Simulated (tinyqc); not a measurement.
CIS on RHF in the sto-3g basis, for H2O, spin multiplicity 1, step by step. One step of it, computed by the program tinyqc.

Question. CIS matrix, singlets. A(ia,jb) = (e_a - e_i) d_ij d_ab + 2 (ia|jb) - (ij|ab).

orbital energies (hartree): MO1 -20.232811, MO2 -1.233661, MO3 -0.604689, MO4 -0.423873, MO5 -0.380333, MO6 0.536896, MO7 0.713819

Two-electron integrals over orbitals (pq|rs), unique and non-zero (hartree):
```
p,q,r,s,(pq|rs)
1,1,1,1,4.745159
2,1,1,1,-0.421316
2,1,2,1,0.059254
2,2,1,1,1.008516
2,2,2,1,-0.014033
2,2,2,2,0.721610
3,1,3,1,0.010435
3,2,3,1,0.017046
3,2,3,2,0.140910
3,3,1,1,0.778460
3,3,2,1,-0.004453
3,3,2,2,0.629703
3,3,3,3,0.615539
4,1,1,1,0.168398
4,1,2,1,-0.021190
4,1,2,2,0.013990
4,1,3,3,0.005751
4,1,4,1,0.026620
4,2,1,1,-0.129109
4,2,2,1,0.008394
4,2,2,2,-0.006530
4,2,3,3,0.006033
4,2,4,1,0.020298
4,2,4,2,0.128171
4,3,3,1,-0.002638
4,3,3,2,0.024545
4,3,4,3,0.047826
4,4,1,1,0.994375
4,4,2,1,-0.012773
4,4,2,2,0.679032
4,4,3,3,0.587312
4,4,4,1,-0.011070
4,4,4,2,-0.104092
4,4,4,4,0.770715
5,1,5,1,0.026022
5,2,5,1,0.032769
5,2,5,2,0.146704
5,3,5,3,0.027534
5,4,5,1,-0.012269
5,4,5,2,-0.043684
5,4,5,4,0.052806
5,5,1,1,1.115342
5,5,2,1,-0.011872
5,5,2,2,0.749124
5,5,3,3,0.615626
5,5,4,1,0.004680
5,5,4,2,-0.069409
5,5,4,4,0.724525
5,5,5,5,0.880159
6,1,1,1,-0.232001
6,1,2,1,0.034663
6,1,2,2,-0.002519
6,1,3,3,-0.000149
6,1,4,1,0.000425
6,1,4,2,0.019807
6,1,4,4,-0.017445
6,1,5,5,-0.006167
6,1,6,1,0.028939
6,2,1,1,0.296515
6,2,2,1,-0.006942
6,2,2,2,0.137303
6,2,3,3,0.067702
6,2,4,1,0.018126
6,2,4,2,0.024878
6,2,4,4,0.086717
6,2,5,5,0.154282
6,2,6,1,0.006224
6,2,6,2,0.097910
6,3,3,1,0.002549
6,3,3,2,-0.046185
6,3,4,3,-0.032896
6,3,6,3,0.079114
6,4,1,1,0.225808
6,4,2,1,-0.002294
6,4,2,2,0.103652
6,4,3,3,0.042363
6,4,4,1,0.003539
6,4,4,2,-0.026271
6,4,4,4,0.121172
6,4,5,5,0.121526
6,4,6,1,0.000503
6,4,6,2,0.063872
6,4,6,4,0.071421
6,5,5,1,0.015413
6,5,5,2,0.058450
6,5,5,4,0.000326
6,5,6,5,0.037278
6,6,1,1,0.774351
6,6,2,1,-0.007024
6,6,2,2,0.595860
6,6,3,3,0.558799
6,6,4,1,0.019952
6,6,4,2,0.057673
6,6,4,4,0.540707
6,6,5,5,0.575888
6,6,6,1,0.007589
6,6,6,2,0.088398
6,6,6,4,0.044999
6,6,6,6,0.583081
7,1,3,1,0.015023
7,1,3,2,0.023067
7,1,4,3,-0.003927
7,1,6,3,0.003173
7,1,7,1,0.021678
7,2,3,1,0.014266
7,2,3,2,0.046972
7,2,4,3,-0.030171
7,2,6,3,0.032994
7,2,7,1,0.019465
7,2,7,2,0.064761
7,3,1,1,0.368140
7,3,2,1,-0.007245
7,3,2,2,0.151742
7,3,3,3,0.090536
7,3,4,1,-0.000479
7,3,4,2,-0.071158
7,3,4,4,0.161682
7,3,5,5,0.196008
7,3,6,1,-0.006249
7,3,6,2,0.076223
7,3,6,4,0.080346
7,3,6,6,0.038929
7,3,7,3,0.151929
7,4,3,1,-0.008627
7,4,3,2,-0.072593
7,4,4,3,-0.001020
7,4,6,3,0.048693
7,4,7,1,-0.012283
7,4,7,2,-0.017738
7,4,7,4,0.065864
7,5,5,3,0.023950
7,5,7,5,0.025328
7,6,3,1,0.009002
7,6,3,2,0.098797
7,6,4,3,0.052211
7,6,6,3,-0.072381
7,6,7,1,0.012462
7,6,7,2,-0.004925
7,6,7,4,-0.057314
7,6,7,6,0.119113
7,7,1,1,0.873350
7,7,2,1,-0.009708
7,7,2,2,0.621355
7,7,3,3,0.600624
7,7,4,1,0.003700
7,7,4,2,-0.018789
7,7,4,4,0.605490
7,7,5,5,0.625554
7,7,6,1,-0.005259
7,7,6,2,0.067928
7,7,6,4,0.045710
7,7,6,6,0.556831
7,7,7,3,0.102374
7,7,7,7,0.616427
```

Give: CIS matrix A, singlet.

Answer.

CIS matrix A, singlet (hartree):
```
,1>6,1>7,2>6,2>7,3>6,3>7,4>6,4>7,5>6,5>7
1>6,20.053,0.000,0.019,0.000,0.000,-0.022,-0.019,0.000,0.000,0.000
1>7,0.000,20.117,0.000,0.049,-0.003,0.000,0.000,-0.028,0.000,0.000
2>6,0.019,0.000,1.371,0.000,0.000,0.054,0.070,0.000,0.000,0.000
2>7,0.000,0.049,0.000,1.456,-0.033,0.000,0.000,-0.017,0.000,0.000
3>6,0.000,-0.003,0.000,-0.033,0.741,0.000,0.000,0.045,0.000,0.000
3>7,-0.022,0.000,0.054,0.000,0.000,1.022,0.108,0.000,0.000,0.000
4>6,-0.019,0.000,0.070,0.000,0.000,0.108,0.563,0.000,0.000,0.000
4>7,0.000,-0.028,0.000,-0.017,0.045,0.000,0.000,0.664,0.000,0.000
5>6,0.000,0.000,0.000,0.000,0.000,0.000,0.000,0.000,0.416,0.000
5>7,0.000,0.000,0.000,0.000,0.000,0.000,0.000,0.000,0.000,0.519
```
